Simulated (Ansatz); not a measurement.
Ideal-gas functions of `CN=S=O` at 800 K and 1 bar, from an Ansatz frequency run at PBE0-D4/def2-TZVP.

Molar mass 77.11 g/mol, point group Cs (symmetry number 1), electronic degeneracy 1, moments of inertia 30.968, 101.561, 129.415 u Å². Harmonic wavenumbers (cm⁻¹, unscaled): 87, 212, 376, 594, 875, 1109, 1145, 1200, 1336, 1433, 1480, 1481, 3043, 3116, 3130.

Use S(trans) = R[1.5 ln M + 2.5 ln T − 1.1517]; rotational temperatures θ = 24.2544 K / I; S(rot) = R[ln(√π/σ · √(T³/θAθBθC)) + 1.5]; for each mode x = 1.438777 ν̃/T, S = R[x/(eˣ − 1) − ln(1 − e⁻ˣ)] and H = RT x/(eˣ − 1); 1 cm⁻¹ = 0.0119627 kJ/mol; R = 8.31446 J/(mol·K).

By hand: the entropy, in J/(mol·K).

Translation 183.6. Rotation: θ = 0.7832, 0.2388, 0.1874 K, giving 114.5. Vibration, mode by mode: 23.75, 16.38, 11.72, 8.15, 5.35, 3.83, 3.64, 3.36, 2.78, 2.42, 2.26, 2.26, 0.23, 0.20, 0.20, in all 86.5. Electronic 0.0. Sum 384.6 J/(mol·K).

By hand: H − E and G − E in kJ/mol, counted from the electronic energy.

Zero-point energy ½ × 20617 × 0.0119627 = 123.3; thermal vibration 34.8; translation, rotation and pV give 4 RT = 26.6. H − E = 184.7 kJ/mol, and G − E = 184.7 − 800 × 384.6/1000 = -123.0 kJ/mol.

Vibration gives 22 % of the entropy, 23.7 J/(mol·K) of it from the mode under 150 cm⁻¹: soft modes count most, and the harmonic formula is weakest for them.
